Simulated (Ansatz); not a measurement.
Energy needed to pull apart B2H4S (SMILES BBS), singlet, into free ground-state atoms, from the structure below (displaced at random from a GFN2-xTB minimum); no zero-point or spin–orbit terms; open-shell atoms are treated unrestricted, in their ground-state multiplicity.

B1  (-0.648, 0.579, -0.654)
B2  (-0.113, 0.007, 0.769)
S3  (1.337, -1.171, 0.917)
H4  (-1.524, -0.013, -1.206)
H5  (-0.174, 1.556, -1.202)
H6  (-0.497, 0.281, 1.841)
H7  (1.667, -1.358, -0.410)
(Å)

Ansatz 0.2.0; basis: def2-TZVPP; cores frozen in the correlated methods.

| method | atomization energy (kJ/mol) |
| --- | --- |
| PBE-D4 | 2308 |
| r2SCAN-D4 | 2302 |
| PBE0-D4 | 2285 |
| r2SCANh-D4 | 2291 |
| HSE06-D4 | ? |
| wB97M-V | ? |
| HF | 1770 |
| MP2 | 2224 |
| CCSD | 2176 |
| CCSD(T) | 2202 |

Question: What does HSE06-D4 give? (An estimate is asked for; the value comes from the calculation.)

Answer: The calculation gives: 2286 kJ/mol, which is about 84 kJ/mol more than CCSD(T)/def2-TZVPP.

Question: What does wB97M-V give? (Judge from chemistry; the value comes from the calculation.)

Answer: By the calculation: 2287 kJ/mol, which is about 85 kJ/mol more than CCSD(T)/def2-TZVPP.

In triple zeta the MP2 and coupled-cluster atomization energies are still short of their basis limit by a few kcal/mol a bond, whereas those of the functionals are nearly converged, so these differences are not deviations from converged CCSD(T).

T1 diagnostic: at most 0.016.

For scale, one of the runs: CCSD(T)/def2-TZVPP forces, 160 basis functions (an equivalent command: `ansatz run in.yaml --threads 4`). Hardware: 4 CPU threads, shared host. Wall time 33 s; peak host memory 2.2 GiB.
